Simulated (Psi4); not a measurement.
Reaction (SMILES): OO (H2O2) + H+ → O[OH2+]
B3LYP-D3(BJ)/def2-TZVP geometries, fixed; electronic energies without zero-point terms; positive where energy is released.
Largest species:
```xyz
5

O      0.1360     0.5595    -0.3416
O     -0.1596    -0.6562     0.3979
H      1.0537     0.8157    -0.0797
H     -0.3477    -1.2726    -0.3451
H     -0.5172     1.2304    -0.0259
```
Charge +1, spin multiplicity 1.

Effect of the grid (radial, spherical points) at M06-2X/cc-pVTZ with Psi4, against the last row, where the proton affinity is 166.65 kcal/mol. Cost is core time over that of grid: 35, 110, rough, on shared machines of one kind.

| setting | grid points, largest species | largest shift of a total energy (mEh) | shift of the proton affinity (kcal/mol) | cost |
|---|---|---|---|---|
| grid: 35, 110 | 19040 | -1.393 | -0.079 | 1× |
| grid: 50, 194 | 47678 | -0.002 | 0.001 | 1× |
| grid: 75, 302 | 109682 | 0.011 | 0.006 | 2× |
| grid: 99, 590 | 281554 | 0.001 | 0.000 | 4× |
| grid: 150, 974 | 700213 | 0.000 | 0.000 | 7× |

Within 0.02 kcal/mol in the proton affinity: grid: 50, 194; grid: 75, 302; grid: 99, 590. The largest shift is 1.393 mEh in a total energy and 0.079 kcal/mol in the difference.
